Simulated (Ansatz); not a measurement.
# Heating and cooling a random packing of Li₄Mg₅Cl₁₄

A packing of 23 atoms, thrown in at random and pushed apart as soft spheres with like charges further apart (14 Cl, 4 Li, 5 Mg) went through Langevin stages in a fixed cell of 25.11 Å³/atom, at one k point, without spin and with a Fermi–Dirac width of kT (0.05 eV at least). Level of theory: Ansatz 0.2.0, DFT PBE, scalar-relativistic, plane waves, PAW.

```tsv
thermostat (K)	duration (fs)	friction (1/fs)	cutoff (eV)	mean T (K)	mean P (GPa)	mean square displacement (Å²)
1600	36	0.030	320	1854	3.9	0.19
1600	316	0.030	420	1599	1.9	1.75
1150	288	0.030	420	1151	0.7	1.16
640	344	0.030	420	604	1.5	0.40
300	375	0.030	420	292	1.5	0.28
```

Means run over the second half of a stage; pressure includes the kinetic part; displacements count from the stage's start, the atoms' common shift taken off. In so short a run the atoms moved about a bond length or less in the hot stages, so this is an annealed packing, not a quenched equilibrium liquid.

Cell and atoms were then relaxed on coarser meshes and computed once more: Settings: cutoff 420 eV, Γ-centred mesh 3×2×2 on the computed 23-atom cell, Gaussian smearing of 0.02 eV; no spin polarisation.

Problem. What structure is left?

Solution. One draw of many: 26.47 Å³/atom with a gap on the mesh of 4.83 eV, 1.80 eV/atom below the elements' standard states (static lattices, no corrections for gases) (a random packing after short dynamics, relaxed).

Counting as bonded all pairs within 1.2 times the summed covalent radii, but none from a metal cation to another cation:

```tsv
atom → neighbour	mean count	mean length (Å)	spread (Å)
Cl → Li	1.21	2.46	0.09
Cl → Mg	1.86	2.50	0.09
Li → Cl	4.25	2.46	0.09
Mg → Cl	5.20	2.50	0.09
```

Angles between all pairs of such bonds at an atom (mean ± spread): 108 ± 23° at Cl, 107 ± 19° at Li, 106 ± 28° at Mg.

```xyz
23
Lattice="6.9720 -0.4294 -0.5000 -0.4173 9.4799 1.3155 -0.4862 1.2745 9.4401" Properties=species:S:1:pos:R:3 pbc="T T T"
Mg    1.6126    5.7216    6.6353
Mg    0.5668    3.2675    4.7851
Mg    5.1998    8.0460    7.0455
Mg    4.6179    9.4078   10.0782
Mg    2.5939    4.5566    2.1097
Cl    2.5151    3.2219    6.2702
Cl    4.6140    0.6780    0.2968
Cl    1.1451    2.5716    2.5018
Cl    0.3464    1.2283    8.8859
Cl    2.0450    5.2160    9.0983
Cl    0.5645    7.9238    7.0536
Cl    4.5817    3.5670    3.0146
Cl    6.3964    3.8982    6.1573
Cl    1.1662    5.5227    4.0086
Cl    6.1429    0.7878    4.2640
Cl    3.7815    6.5932    5.9063
Cl    3.5651    9.6611    7.9350
Cl    5.6160    7.2536    9.3587
Cl    3.1278    6.8772    1.5998
Li    4.5732    2.4402    5.3502
Li    5.6895    1.7388    1.9868
Li    2.0870    2.8392    8.7617
Li    0.8995    8.6484    9.4648
```

An odd mesh misses points on the zone edge, so a gap read on it can be too wide.

Cost: 6 runs of about 42 core-minutes in all (earlier runs that led there not counted), on Arm Neoverse V2 (shared hosts).